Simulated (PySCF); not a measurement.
# AlS: bond curves at several levels of theory, part 2 of 2

PySCF 2.14.0; Al 3-21G, S 3-21G; no relativity. Earlier steps stand in the parts before.

## Step 11: HSE06 (range-separated hybrid)

The SCF at the reference distance, 2.119 Å, printed:

```text
******** <class 'pyscf.dft.uks_symm.SymAdaptedUKS'> ********
method = SymAdaptedUKS
initial guess = minao
damping factor = 0
level_shift factor = 0
DIIS = <class 'pyscf.scf.diis.CDIIS'>
diis_start_cycle = 1
diis_space = 10
diis_damp = 0
SCF conv_tol = 1e-09
SCF conv_tol_grad = None
SCF max_cycles = 60
direct_scf = False
max_memory 909 MB (current use 249 MB)
number electrons alpha = 15  beta = 14
XC library pyscf.dft.libxc version 7.0.0
    S. Lehtola, C. Steigemann, M. J.T. Oliveira, and M. A.L. Marques.,  SoftwareX 7, 1–5 (2018)
XC functionals = HSE06
    J. Heyd, G. E. Scuseria, and M. Ernzerhof.,  J. Chem. Phys. 118, 8207 (2003)
    J. Heyd, G. E. Scuseria, and M. Ernzerhof.,  J. Chem. Phys. 124, 219906 (2006)
    A. V. Krukau, O. A. Vydrov, A. F. Izmaylov, and G. E. Scuseria.,  J. Chem. Phys. 125, 224106 (2006)
small_rho_cutoff = 0
Set gradient conv threshold to 3.16228e-05
init E= -637.082118026537
cycle= 1 E= -637.082131630258  delta_E= -1.36e-05  |g|= 0.000496  |ddm|= 0.0088
cycle= 2 E= -637.082131857608  delta_E= -2.27e-07  |g|= 0.00027  |ddm|= 0.00211
cycle= 3 E= -637.082131734806  delta_E= 1.23e-07  |g|= 0.000516  |ddm|= 0.00115
cycle= 4 E= -637.08213197017  delta_E= -2.35e-07  |g|= 4.65e-05  |ddm|= 0.000619
cycle= 5 E= -637.082131976819  delta_E= -6.65e-09  |g|= 2.12e-05  |ddm|= 0.000173
cycle= 6 E= -637.082131979646  delta_E= -2.83e-09  |g|= 7.13e-06  |ddm|= 0.000186
cycle= 7 E= -637.082131979776  delta_E= -1.3e-10  |g|= 6.93e-07  |ddm|= 3.64e-05
Extra cycle  E= -637.082131979777  delta_E= -9.09e-13  |g|= 7.24e-07  |ddm|= 3.26e-06
converged SCF energy = -637.082131979777  <S^2> = 0.75740818  2S+1 = 2.0073945
```

Re = 2.116 Å, ωe = 563 cm⁻¹, ωexe = 3.18 cm⁻¹, αe = 0.00168 cm⁻¹, Be = 0.2574 cm⁻¹, De = 3.66 eV, μ = -4.23 D.

## Step 12: UHF

Log of the SCF at 2.119 Å:

```text
******** <class 'pyscf.scf.uhf_symm.SymAdaptedUHF'> ********
method = SymAdaptedUHF
initial guess = minao
damping factor = 0
level_shift factor = 0
DIIS = <class 'pyscf.scf.diis.CDIIS'>
diis_start_cycle = 1
diis_space = 10
diis_damp = 0
SCF conv_tol = 1e-09
SCF conv_tol_grad = None
SCF max_cycles = 60
direct_scf = False
max_memory 909 MB (current use 249 MB)
number electrons alpha = 15  beta = 14
Overwritten attributes  get_j get_occ get_jk get_k get_hcore  of <class 'pyscf.scf.uhf_symm.SymAdaptedUHF'>
Set gradient conv threshold to 3.16228e-05
init E= -636.157172945361
cycle= 1 E= -636.166644547844  delta_E= -0.00947  |g|= 0.026  |ddm|= 0.159
cycle= 2 E= -636.167374089594  delta_E= -0.00073  |g|= 0.0133  |ddm|= 0.0711
cycle= 3 E= -636.167604065108  delta_E= -0.00023  |g|= 0.00689  |ddm|= 0.0253
cycle= 4 E= -636.167724715408  delta_E= -0.000121  |g|= 0.00249  |ddm|= 0.0313
cycle= 5 E= -636.16776207507  delta_E= -3.74e-05  |g|= 0.00189  |ddm|= 0.0137
cycle= 6 E= -636.167813867484  delta_E= -5.18e-05  |g|= 0.00102  |ddm|= 0.0251
cycle= 7 E= -636.167829340503  delta_E= -1.55e-05  |g|= 0.000304  |ddm|= 0.0194
cycle= 8 E= -636.167829809154  delta_E= -4.69e-07  |g|= 8.82e-05  |ddm|= 0.00293
cycle= 9 E= -636.167829843272  delta_E= -3.41e-08  |g|= 4.1e-05  |ddm|= 0.00046
cycle= 10 E= -636.167829855293  delta_E= -1.2e-08  |g|= 1.87e-05  |ddm|= 0.000294
cycle= 11 E= -636.167829857877  delta_E= -2.58e-09  |g|= 3.62e-06  |ddm|= 0.000174
cycle= 12 E= -636.167829857918  delta_E= -4.14e-11  |g|= 1.15e-06  |ddm|= 2.14e-05
Extra cycle  E= -636.16782985792  delta_E= -1.82e-12  |g|= 5.51e-07  |ddm|= 3.15e-06
converged SCF energy = -636.16782985792  <S^2> = 0.78084773  2S+1 = 2.0306134
```

Re = 2.145 Å, ωe = 446 cm⁻¹, Be = 0.2503 cm⁻¹, De = 1.79 eV, μ = -5.25 D. 0.31 s of CPU time for 12 points, integrals apart.

## Step 13: MP2 and coupled cluster

Reference: UHF; core orbitals frozen: 10.

The coupled-cluster run at the reference distance, 2.119 Å, printed:

```text
******** <class 'pyscf.cc.uccsd.UCCSD'> ********
CC2 = 0
CCSD nocc = (np.int64(5), np.int64(4)), nmo = (16, 16)
frozen orbitals [[0, 1, 2, 3, 4, 5, 6, 7, 8, 9], [0, 1, 2, 3, 4, 5, 6, 7, 8, 9]]
max_cycle = 80
direct = 0
conv_tol = 1e-07
conv_tol_normt = 1e-05
diis_space = 8
diis_start_cycle = 0
diis_start_energy_diff = 1e+09
max_memory 909 MB (current use 249 MB)
Init t2, MP2 energy = -0.0814693235055108
Init E_corr(UCCSD) = -0.0814693235059241
cycle = 1  E_corr(UCCSD) = -0.0858006461013369  dE = -0.0043313226  norm(t1,t2) = 0.120833
cycle = 2  E_corr(UCCSD) = -0.0928567066046809  dE = -0.0070560605  norm(t1,t2) = 0.0437559
cycle = 3  E_corr(UCCSD) = -0.0936221199793148  dE = -0.000765413375  norm(t1,t2) = 0.0317761
cycle = 4  E_corr(UCCSD) = -0.0966966464799873  dE = -0.0030745265  norm(t1,t2) = 0.0179382
cycle = 5  E_corr(UCCSD) = -0.096516490684336  dE = 0.000180155796  norm(t1,t2) = 0.00562726
cycle = 6  E_corr(UCCSD) = -0.0967238755021005  dE = -0.000207384818  norm(t1,t2) = 0.0023611
cycle = 7  E_corr(UCCSD) = -0.096674174515167  dE = 4.97009869e-05  norm(t1,t2) = 0.000942921
cycle = 8  E_corr(UCCSD) = -0.0966500733819572  dE = 2.41011332e-05  norm(t1,t2) = 0.000384068
cycle = 9  E_corr(UCCSD) = -0.0966658460753264  dE = -1.57726934e-05  norm(t1,t2) = 0.000162223
cycle = 10  E_corr(UCCSD) = -0.0966630619367829  dE = 2.78413854e-06  norm(t1,t2) = 7.31691e-05
cycle = 11  E_corr(UCCSD) = -0.0966634040670679  dE = -3.42130285e-07  norm(t1,t2) = 3.88718e-05
cycle = 12  E_corr(UCCSD) = -0.0966632271077536  dE = 1.76959314e-07  norm(t1,t2) = 1.80901e-05
cycle = 13  E_corr(UCCSD) = -0.096663530849994  dE = -3.0374224e-07  norm(t1,t2) = 9.28822e-06
cycle = 14  E_corr(UCCSD) = -0.096663517240494  dE = 1.36095e-08  norm(t1,t2) = 3.86372e-06
UCCSD converged
E(UCCSD) = -636.2644933751604  E_corr = -0.096663517240494
UCCSD(T) correction = -0.00496063593579787
```

Correlation energy (eV) along the bond:

| R (Å) | MP2 | SCS-MP2 | CCSD | CCSD(T) | T1 |
| --- | --- | --- | --- | --- | --- |
| 1.822 | -2.177 | -2.125 | n/a | n/a | n/a |
| 1.907 | -2.230 | -2.177 | -2.521 | -2.647 | 0.034 |
| 1.992 | -2.264 | -2.215 | -2.575 | -2.709 | 0.036 |
| 2.055 | -2.260 | -2.214 | -2.609 | -2.746 | 0.039 |
| 2.119 | -2.217 | -2.177 | -2.630 | -2.765 | 0.045 |
| 2.183 | -2.147 | -2.115 | -2.636 | -2.765 | 0.051 |
| 2.267 | -2.046 | -2.029 | -2.619 | -2.741 | 0.057 |
| 2.373 | -1.943 | -1.944 | -2.574 | -2.688 | 0.060 |
| 2.500 | -1.858 | -1.878 | -2.509 | -2.617 | 0.059 |
| 2.670 | -1.791 | -1.829 | n/a | n/a | n/a |

UHF-MP2: No constants are quoted: the points don't follow one smooth fit.

UHF-SCS-MP2: No constants are quoted: the points don't follow one smooth fit.

UHF-CCSD: Re = 2.153 Å, ωe = 516 cm⁻¹, ωexe = 2.65 cm⁻¹, αe = 0.00170 cm⁻¹, Be = 0.2485 cm⁻¹, De = 2.92 eV.

UHF-CCSD(T): Re = 2.147 Å, ωe = 532 cm⁻¹, ωexe = 3.56 cm⁻¹, αe = 0.00187 cm⁻¹, Be = 0.2499 cm⁻¹, De = 3.04 eV.

## Step 14: All curves

Energy (eV) from each level's lowest point:

| R (Å) | UHF | UHF-MP2 | UHF-SCS-MP2 | UHF-CCSD | UHF-CCSD(T) | LDA | PBE | r²SCAN | r²SCANh | PBE0 | B97-3 | HSE06 |
| --- | --- | --- | --- | --- | --- | --- | --- | --- | --- | --- | --- | --- |
| 1.822 | 1.192 | 1.232 | 1.245 | n/a | n/a | 1.129 | 1.253 | 1.180 | 1.158 | 1.172 | 1.209 | 1.178 |
| 1.907 | 0.533 | 0.521 | 0.533 | 0.645 | 0.652 | 0.488 | 0.570 | 0.513 | 0.499 | 0.514 | 0.538 | 0.519 |
| 1.992 | 0.177 | 0.130 | 0.140 | 0.235 | 0.233 | 0.142 | 0.188 | 0.152 | 0.144 | 0.156 | 0.169 | 0.159 |
| 2.055 | 0.049 | 0.006 | 0.012 | 0.074 | 0.069 | 0.026 | 0.047 | 0.029 | 0.025 | 0.032 | 0.038 | 0.034 |
| 2.119 | 0.000 | 0.000 | 0.000 | 0.003 | 0.000 | 0.000 | 0.000 | 0.000 | 0.000 | 0.000 | 0.000 | 0.000 |
| 2.183 | 0.003 | 0.073 | 0.065 | 0.000 | 0.003 | 0.043 | 0.023 | 0.042 | 0.045 | 0.036 | 0.031 | 0.034 |
| 2.267 | 0.059 | 0.230 | 0.207 | 0.073 | 0.083 | 0.178 | 0.133 | 0.176 | 0.180 | 0.159 | 0.149 | 0.154 |
| 2.373 | 0.184 | 0.458 | 0.418 | 0.244 | 0.262 | 0.424 | 0.351 | 0.422 | 0.425 | 0.385 | 0.368 | 0.377 |
| 2.500 | 0.386 | 0.745 | 0.686 | 0.510 | 0.534 | 0.776 | 0.672 | 0.767 | 0.764 | 0.705 | 0.679 | 0.692 |
| 2.670 | 0.701 | 1.127 | 1.049 | n/a | n/a | 1.263 | 1.120 | 1.234 | 1.224 | 1.144 | 1.104 | 1.127 |

## Step 15: Constants by level of theory

What follows sums up all 2 parts.

Lowest PBE0 solution found, without spin–orbit coupling: ²Σ⁺ (doublet), unpaired electrons σ ↑. State 2 has its PBE0 minimum 0.41 eV higher. State 3 has its PBE0 minimum 2.68 eV higher. The other levels ran on the lowest alone.

| level | Re (Å) | ωe (cm⁻¹) | De (eV) | μ (D) |
| --- | --- | --- | --- | --- |
| UHF | 2.145 | 446 | 1.79 | -5.25 |
| UHF-CCSD | 2.153 | 516 | 2.92 | n/a |
| UHF-CCSD(T) | 2.147 | 532 | 3.04 | n/a |
| LDA | 2.108 | 576 | 4.61 | -3.68 |
| PBE | 2.127 | 558 | 4.01 | -3.75 |
| r²SCAN | 2.110 | 582 | 4.00 | -4.20 |
| r²SCANh | 2.107 | 582 | 3.86 | -4.34 |
| PBE0 | 2.114 | 566 | 3.65 | -4.26 |
| B97-3 | 2.119 | 563 | 3.70 | -4.25 |
| HSE06 | 2.116 | 563 | 3.66 | -4.23 |

De is counted to Al + S in their ground configurations. A positive dipole means Al(−)S(+). No constants: UHF-MP2 (the points don't follow one smooth fit); UHF-SCS-MP2 (the points don't follow one smooth fit).

Time per point (s) on 1 thread, shared host (CPU time, shared integrals of 0.012 s apart; correlated levels include their reference; CCSD comes with the CCSD(T) run); the times are rough: UHF 0.026, UHF-CCSD(T) 0.21, LDA 0.23, PBE 0.29, r²SCAN 0.43, r²SCANh 0.43, PBE0 0.4, B97-3 0.26, HSE06 0.45.

The methods spread over 0.046 Å in bond length, from r²SCANh to UHF-CCSD. Of the levels with a De here, UHF gives the least (1.79 eV) and LDA the most (4.61 eV).

Correlated steps freeze 10 core orbitals. The basis is very small, so these numbers show the basis as much as the molecule. T1 is 0.051 near the minimum (highest on the curve 0.060), which may point to more than one leading configuration.
